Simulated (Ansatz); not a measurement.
## How far each method lies from UCCSDT(Q) for N–CH3, triplet

Geometry: a PBE0/def2-TZVP stationary point for this spin, not checked as a minimum.

```xyz
5

N    -0.7673    0.0072    0.0072
C     0.6359   -0.0060   -0.0060
H     1.0187   -1.0379   -0.0046
H     1.0416    0.5087    0.8782
H     1.0248    0.5001   -0.9026
```

Basis cc-pVDZ; Ansatz 0.2.0. Correlated methods freeze the noble-gas cores, which leaves 12 electrons in 41 orbitals. R marks a restricted (for open shells ROHF) determinant, U an unrestricted one. Active spaces: valence = (12e, 11o) chosen from the atoms' valence shells.

Full CI isn't at hand for all of this; UCCSDT(Q) serves as the reference, and is uncertain by the last step of the cluster series or more. The frozen core follows each run's orbitals, which can shift R against U totals by a few meV.

For open shells CISD is restricted-active-space CI with the open shells as a complete middle space.

The UHF ⟨S²⟩ is 2.020, the T1 diagnostic (RCCSD) is 0.0203 and the largest doubles amplitude (RCCSD) is 0.038. The T1 diagnostic (UCCSD) is 0.0137.

| level | E − E(RHF) (eV) |
| --- | --- |
| UHF | -0.2349 |
| RMP2 | -6.8523 |
| UMP2 | -6.8534 |
| RCCSD | -7.7977 |
| UCCSD | -7.8015 |
| RCCSD(T) | -7.9723 |
| UCCSD(T) | -7.9732 |

**Question.** Estimate how far UCCSDT(Q) in cc-pVDZ lies from RCCSD(T). The table doesn't fix it; the size of (T) and the diagnostics are the guide.

**Answer.** UCCSDT(Q) in cc-pVDZ lies 1.09 mEh below RCCSD(T), which is 17 % of the (T) step (-6.42 mEh). The diagnostics are small and one determinant leads, so the series closes fast and only a small part of (T) is left.

The other levels:

```tsv
level	E − E(UCCSDT(Q)) (mEh)	share of correlation (%)	wall time
CISD	27.10	90.78	3.1 s
BCCD(T)	1.07	99.64	1.3 s
RCCSDT	0.38	99.87	–
UCCSDT	0.33	99.89	–
RCCSDT(Q)	0.06	99.98	30 s
CASSCF (valence space)	198.68	32.44	–
NEVPT2 (valence space)	40.78	86.13	11 s
```

The correlation energy at UCCSDT(Q), counted from RHF, is -8.002 eV. That run took 26 s on 1 thread of Intel Xeon, shared host.

Times hold each run's SCF and search for its determinant on a shared host, so for small cases they say little of a method's own cost; they ran on 1 thread of Intel Xeon.

Natural occupations of CASSCF (valence space) about the gap: 1.975 1.975 1.974 1.001 1.001 0.028 0.023 0.023 0.020; effectively unpaired electrons, Σ n²(2−n)², 2.02.

Atomization energy (electronic, same basis, no zero-point term; atoms at the same level, unrestricted beside the R rows where the molecule is a closed shell, with restricted open-shell steps beyond CCSDT(Q)) at UCCSDT(Q): 1468.6 kJ/mol. Errors of other levels:

```json
{"level": "RHF", "error (kJ/mol)": "-329.6"}
{"level": "UHF", "error (kJ/mol)": "-324.8"}
{"level": "RMP2", "error (kJ/mol)": "-6.0"}
{"level": "UMP2", "error (kJ/mol)": "-7.9"}
{"level": "CISD", "error (kJ/mol)": "-62.6"}
{"level": "RCCSD", "error (kJ/mol)": "-13.9"}
{"level": "UCCSD", "error (kJ/mol)": "-13.9"}
{"level": "RCCSD(T)", "error (kJ/mol)": "-1.3"}
{"level": "UCCSD(T)", "error (kJ/mol)": "-1.5"}
{"level": "BCCD(T)", "error (kJ/mol)": "-1.2"}
{"level": "RCCSDT", "error (kJ/mol)": "-0.6"}
{"level": "UCCSDT", "error (kJ/mol)": "-0.7"}
{"level": "RCCSDT(Q)", "error (kJ/mol)": "0.1"}
{"level": "CASSCF (valence space)", "error (kJ/mol)": "-127.9"}
{"level": "NEVPT2 (valence space)", "error (kJ/mol)": "-21.0"}
```

This basis is far from its limit, so the value isn't to be set against a measured one. Truncated CI isn't size-consistent, which counts against it in atomization.
